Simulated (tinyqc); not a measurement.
Inside a calculation. Method: coupled-perturbed Hartree-Fock on RHF in the sto-6g basis, for H2O, spin multiplicity 1. One step of it, computed by the program tinyqc.

Task: Coupled step 1. U_ai = -(mu_ai + sum_bj [4 (ai|bj) - (ab|ij) - (aj|bi)] U_bj) / (e_a - e_i); alpha = -4 sum U_ai mu_ai.

uncoupled U:
```
           i1        i2        i3        i4        i5
a6  -0.002008  0.009040  0.000000  0.684609  0.000000
a7   0.000000  0.000000  0.638203  0.000000  0.000000
```

dipole integrals <a|z|i> (bohr):
```
          i1         i2         i3         i4        i5
a6  0.042080  -0.014707   0.000000  -0.583993  0.000000
a7  0.000000   0.000000  -0.692350   0.000000  0.000000
```

orbital energies (hartree): MO1 -20.525692, MO2 -1.200620, MO3 -0.536773, MO4 -0.426715, MO5 -0.390506, MO6 0.426316, MO7 0.548069

Two-electron integrals over orbitals (pq|rs), unique and non-zero (hartree):
```
(11|11) 4.763739    (21|11) -0.443245   (21|21) 0.066458    (22|11) 1.041511
(22|21) -0.016997   (22|22) 0.727853    (31|31) 0.010667    (32|31) 0.016412
(32|32) 0.126784    (33|11) 0.751652    (33|21) -0.004440   (33|22) 0.607504
(33|33) 0.583633    (41|11) 0.160612    (41|21) -0.022594   (41|22) 0.011567
(41|33) 0.004840    (41|41) 0.024543    (42|11) -0.151313   (42|21) 0.008099
(42|22) -0.030571   (42|33) 0.003019    (42|41) 0.018771    (42|42) 0.130707
(43|31) -0.002177   (43|32) 0.029484    (43|43) 0.057338    (44|11) 0.930695
(44|21) -0.010691   (44|22) 0.662230    (44|33) 0.559389    (44|41) -0.008675
(44|42) -0.091867   (44|44) 0.692881    (51|51) 0.026646    (52|51) 0.033379
(52|52) 0.152727    (53|53) 0.025801    (54|51) -0.011152   (54|52) -0.041780
(54|54) 0.046370    (55|11) 1.117102    (55|21) -0.011684   (55|22) 0.759707
(55|33) 0.594467    (55|41) 0.003977    (55|42) -0.079712   (55|44) 0.686299
(55|55) 0.880663    (61|11) -0.198911   (61|21) 0.031510    (61|22) -0.003321
(61|33) 0.000539    (61|41) 0.003080    (61|42) 0.020758    (61|44) -0.014591
(61|55) -0.004915   (61|61) 0.026245    (62|11) 0.264924    (62|21) -0.006826
(62|22) 0.128768    (62|33) 0.062699    (62|41) 0.018453    (62|42) 0.035594
(62|44) 0.061860    (62|55) 0.137919    (62|61) 0.009736    (62|62) 0.092898
(63|31) 0.002329    (63|32) -0.038821   (63|43) -0.041114   (63|63) 0.079046
(64|11) 0.275258    (64|21) -0.003151   (64|22) 0.135108    (64|33) 0.048542
(64|41) 0.001267    (64|42) -0.047126   (64|44) 0.132773    (64|55) 0.154729
(64|61) -0.001193   (64|62) 0.060751    (64|64) 0.101249    (65|51) 0.012657
(65|52) 0.049807    (65|54) 0.007115    (65|65) 0.033103    (66|11) 0.770487
(66|21) -0.007535   (66|22) 0.584511    (66|33) 0.540978    (66|41) 0.016983
(66|42) 0.046331    (66|44) 0.539172    (66|55) 0.570036    (66|61) 0.008297
(66|62) 0.088384    (66|64) 0.052873    (66|66) 0.572790    (71|31) 0.014573
(71|32) 0.021436    (71|43) -0.003062   (71|63) 0.002825    (71|71) 0.019930
(72|31) 0.015016    (72|32) 0.058470    (72|43) -0.027615   (72|63) 0.027812
(72|71) 0.019707    (72|72) 0.070069    (73|11) 0.374431    (73|21) -0.006628
(73|22) 0.173297    (73|33) 0.088780    (73|41) -0.000303   (73|42) -0.074681
(73|44) 0.142301    (73|55) 0.206246    (73|61) -0.005066   (73|62) 0.067043
(73|64) 0.104100    (73|66) 0.044560    (73|73) 0.160577    (74|31) -0.007674
(74|32) -0.069386   (74|43) -0.016226   (74|63) 0.057629    (74|71) -0.010413
(74|72) -0.017417   (74|74) 0.069993    (75|53) 0.023957    (75|75) 0.025385
(76|31) 0.007445    (76|32) 0.084149    (76|43) 0.065566    (76|63) -0.070541
(76|71) 0.009837    (76|72) -0.001434   (76|74) -0.060947   (76|76) 0.114871
(77|11) 0.837371    (77|21) -0.008573   (77|22) 0.607264    (77|33) 0.575722
(77|41) 0.003287    (77|42) -0.020192   (77|44) 0.574583    (77|55) 0.607334
(77|61) -0.003411   (77|62) 0.060639    (77|64) 0.053544    (77|66) 0.544130
(77|73) 0.098891    (77|77) 0.592528
```

Give: U after step 1; polarisability.

Result:

U after step 1:
```
         i1       i2      i3      i4      i5
a6  -0.0005  -0.1077  0.0000  0.6527  0.0000
a7   0.0000   0.0000  0.5071  0.0000  0.0000
```

polarisability = 2.9228 bohr^3
